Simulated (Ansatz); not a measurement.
System: Sb₂O₃ (Pccn, No. 56). Method: PBEsol in Ansatz (PAW).

Settings: plane-wave cutoff 520 eV, 8×4×6 k mesh (along the axes of the cell as run), scalar-relativistic PAW data made under PBE.

Computed at the level's own relaxed cell.

Task: What does this level give for the Voigt–Reuss–Hill bulk modulus, polycrystal shear modulus (Hill average), Young modulus and Poisson ratio?

Result: 
- Voigt–Reuss–Hill bulk modulus: 28.6 GPa
- polycrystal shear modulus (Hill average): 26.6 GPa
- Young modulus: 60.9 GPa
- Poisson ratio: 0.146

Note: the relaxation could not lower the start's symmetry, so the cell can be a saddle point above a distorted one.

Elastic constants are with the ions relaxed.

Spin–orbit coupling is not included.

Computed values are for the static lattice.

Cost on a shared machine: around 7 core-hours (rough).

Ansatz is a quantum-chemistry and plane-wave program.
